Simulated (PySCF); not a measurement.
Molecule: pyridine, C$_{5}$H$_{5}$N, net charge 0, singlet state. 
Geometry from a B3LYP-D3(BJ)/def2-TZVP (Ansatz) optimisation:
```
C
H 1 1.0825
C 1 1.3880 2 120.72
H 3 1.0819 1 121.26 2 0.00
C 1 1.3880 2 120.72 3 180.00
H 5 1.0819 1 121.26 2 0.00
C 5 1.3902 6 120.25 1 -180.00
N 7 1.3330 5 123.50 6 180.00
C 8 1.3330 7 117.45 5 0.00
H 9 1.0850 8 116.19 7 -180.00
H 7 1.0850 8 116.19 9 -180.00
```

Dispersion corrections to the total energy (kcal/mol) from the dftd3 and dftd4 libraries through PySCF: D3(BJ) without and D4 with the three-body term, each with the damping fitted for the functional named.

```tsv
functional	D3(BJ)	D4
LC-wPBE	-5.70	-6.82
revPBE	___	-21.51
TPSS	-7.80	-8.37
BHLYP	___	-6.91
HF	-52.30	-24.11
PBE	-6.24	-6.17
B3LYP	-10.78	___
```

Question: Some entries are withheld; supply them.

Answer: 
- revPBE, D3(BJ): -16.23
- BHLYP, D3(BJ): -8.30
- B3LYP, D4: -9.92
